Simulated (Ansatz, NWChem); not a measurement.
Exact exchange and the electronic atomisation energy of H2O (water)

H2O: 3 atoms, total charge 0, spin state singlet. SMILES: `O`. Geometry: relaxed at PBE0-D4/def2-TZVP.

The electronic atomisation energy y, in eV, basis aug-cc-pVTZ; a is the functional's share of exact exchange. Programs: Ansatz 0.2.0, NWChem 7.3.0.

| functional | program | a | y (eV) |
| --- | --- | --- | --- |
| PBE | Ansatz | 0 | 10.14 |
| TPSS | NWChem | 0 | 9.89 |
| B3LYP | Ansatz | 0.2 | 10.00 |
| PBE0 | Ansatz | 0.25 | ? |
| r2SCAN0 | Ansatz | 0.25 | 9.71 |
| BHLYP | Ansatz | 0.5 | 9.53 |

Problem. Fit y = c + s·a to the known rows and predict PBE0.

Solution. 
1. Means of the 5 rows: a = 0.1900, y = 9.854.
2. Σ(Δa)² = 0.172, Σ(Δa·Δy) = -0.1688, so the slope is -0.1688/0.172 = -0.9814.
3. Intercept: 9.854 − (-0.9814) × 0.1900 = 10.040. The largest residual of the fit is 0.16.
4. PBE0: 10.040 + (-0.9814) × 0.25 = 9.79 eV.

The run gave 9.83 eV, so the prediction is off by -0.04 eV, within the scatter of the fit. The rows mix families of semi-local functionals, which the line can't see.
